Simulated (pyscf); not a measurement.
Thermochemistry of product channels of H₂N–NH₂ (SMILES NN) + BH₃ (SMILES B) on the singlet surface, in kcal/mol, from ωB97M-D3(BJ)/def2-TZVP energies (ideal gas, 1 atm, RRHO with modes under 100 cm⁻¹ raised to 100, one conformer, R ln 2 for rigid chiral ones). PySCF, gas phase, ωB97X-D3(BJ)/def2-SVP geometries.

```json
[
 {"products": "H₂B–NH₂ (SMILES BN) + NH₃ (SMILES N)", "ΔE": "[?]", "ΔH(298 K)": "-77.3", "ΔG(298 K)": "-77.1", "ΔG(900 K)": "-76.7"},
 {"products": "H₂B–NH–NH₂ (SMILES BNN) + H₂ (SMILES [H][H])", "ΔE": "[?]", "ΔH(298 K)": "-36.6", "ΔG(298 K)": "-34.8", "ΔG(900 K)": "-32.6"}
]
```

Problem. Some entries are withheld; supply them.

Solution. 
- H₂B–NH₂ (SMILES BN) + NH₃ (SMILES N), ΔE: -78.9
- H₂B–NH–NH₂ (SMILES BNN) + H₂ (SMILES [H][H]), ΔE: -34.4

These are energies of the channels, which say nothing of barriers. H₂B–NH–NH₂ lies 61.6 kcal/mol over its isomer H₂N–BH–NH₂, and others may lie lower still (electronic energy, ωB97M-D3(BJ)).
